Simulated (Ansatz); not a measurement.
The input, for Ansatz 0.2.0:

```yaml
crystal:
  periodic: [false, false, false]
  atoms:
    - {symbol: B, position_ang: [0.000000, 0.000000, 0.089940]}
    - {symbol: H, position_ang: [0.000000, 0.000000, -1.359060]}
    - {symbol: H, position_ang: [0.000000, 0.000000, 1.269121]}
basis:
  gaussian: {orbitals: cc-pVQZ}
total_charge: 1
correlation: {method: fic_mrcisd_q, electrons: outside_noble_gas, active_space: {window: {electrons: 4, orbitals: 6}, shells: [{species: B, l: s, shell: 2}, {species: B, l: p, shell: 2}, {species: H, l: s, shell: 1}]}}
```

```sh
$ ansatz run in.yaml --threads 2 --pin off --events-out ev --progress --plain --max-ram 24576MiB --backend cuda --devices 0, --max-vram 18GiB
```

Log:

```
1358 factors; integrals over basis functions are off by at most 1.7e-7 eV
mean field evaluation 1: about -692.2290 eV, gradient 8.0e0 eV
mean field evaluation 2: about -692.2286 eV, gradient 8.0e0 eV
mean field evaluation 4: about -692.5932 eV, gradient 1.8e-1 eV
mean field evaluation 8: about -692.5934 eV, gradient 1.5e-4 eV
mean field -692.59338364 eV, -25.4523373923 hartree, gradient 3.8e-7 eV, S^2 0.000000; 0 other end points of the search recorded, 0 dependent functions left out
reference -692.59338364 eV, -25.4523373923 hartree; 3, 3 occupied and 112, 112 virtual orbitals, 1358 factors
state -694.05097961 eV, -25.5059030559 hartree
contracted CI cycle   1: correlation 0.00000000 eV, 0.0000000000 hartree, residual 1.02e1 eV
contracted CI cycle   2: correlation -0.94923456 eV, -0.0348837266 hartree, residual 2.97e0 eV
contracted CI cycle   3: correlation -1.02774815 eV, -0.0377690480 hartree, residual 8.78e-1 eV
contracted CI cycle   4: correlation -1.03666276 eV, -0.0380966537 hartree, residual 3.33e-1 eV
contracted CI cycle   5: correlation -1.03763336 eV, -0.0381323228 hartree, residual 1.01e-1 eV
contracted CI cycle   6: correlation -1.03772382 eV, -0.0381356469 hartree, residual 3.35e-2 eV
contracted CI cycle   7: correlation -1.03773291 eV, -0.0381359809 hartree, residual 1.05e-2 eV
contracted CI cycle   8: correlation -1.03773385 eV, -0.0381360154 hartree, residual 3.52e-3 eV
contracted CI cycle   9: correlation -1.03773396 eV, -0.0381360197 hartree, residual 1.25e-3 eV
contracted CI cycle  10: correlation -1.03773398 eV, -0.0381360202 hartree, residual 4.10e-4 eV
state -694.05097961 eV, -25.5059030559 hartree; corrected -695.10778389 eV, -25.5447398971 hartree
Total energy: -695.10778389 eV, -25.5447398971 hartree
Checks for a lower state left out: starts, orbital_swaps
```

For the same geometry and basis full CI lies 27.7 meV lower.

Ran on 2 threads of AMD EPYC 7R13 with a shared H100 80 GB, shared host: 10 s wall, 0.81 GiB peak host memory.
